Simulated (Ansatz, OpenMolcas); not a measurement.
# A ladder of methods for B2NH5 (SMILES BNB)

B2NH5: 8 atoms, total charge 0, spin state singlet. As SMILES, `BNB`. The coordinates come from a PBE0-D4/def2-TZVP relaxation.

| atom | x (Å) | y (Å) | z (Å) |
| --- | --- | --- | --- |
| B | -0.8282 | 0.6549 | -0.6933 |
| N | 0.2600 | 0.3777 | 0.1708 |
| B | 0.6952 | -0.9109 | 0.5677 |
| H | -1.4494 | -0.2614 | -1.1401 |
| H | -1.0978 | 1.7912 | -0.9541 |
| H | 0.7710 | 1.1695 | 0.5365 |
| H | 1.6316 | -1.0142 | 1.3056 |
| H | 0.1097 | -1.8641 | 0.1509 |

Each level gives the energy change with the B1–H5 bond stretched from 1.197 to 1.556 Å (eV). The values are calculated.

| level | kind | program | value (eV) | CPU time (all runs) |
| --- | --- | --- | --- | --- |
| HF/aug-cc-pVDZ (restricted) | Hartree–Fock | Ansatz | 0.93 | 7.6 s |
| SVWN5/aug-cc-pVDZ (restricted) | LDA | Ansatz | 0.77 | 11 s |
| revPBE/aug-cc-pVDZ (restricted) | GGA | OpenMolcas | 0.77 | 98 s |
| M06-L/aug-cc-pVDZ (restricted) | meta-GGA | OpenMolcas | 0.88 | 2.4 min |
| r2SCAN/aug-cc-pVDZ (restricted) | meta-GGA | OpenMolcas | 0.84 | 2.3 min |
| PBE0/aug-cc-pVDZ (restricted) | global hybrid | OpenMolcas | 0.85 | 92 s |
| RPA@PBE/aug-cc-pVDZ (restricted) | RPA | Ansatz | 0.78 | 30 s |
| MP2/aug-cc-pVDZ (restricted) | perturbation theory | Ansatz | 0.88 | 8.4 s |

The first shape isn't each level's own minimum. The values span 0.77 to 0.93 eV. Times are those of the runs behind each value, whatever else they computed, on shared processors of several kinds: orders of magnitude only.
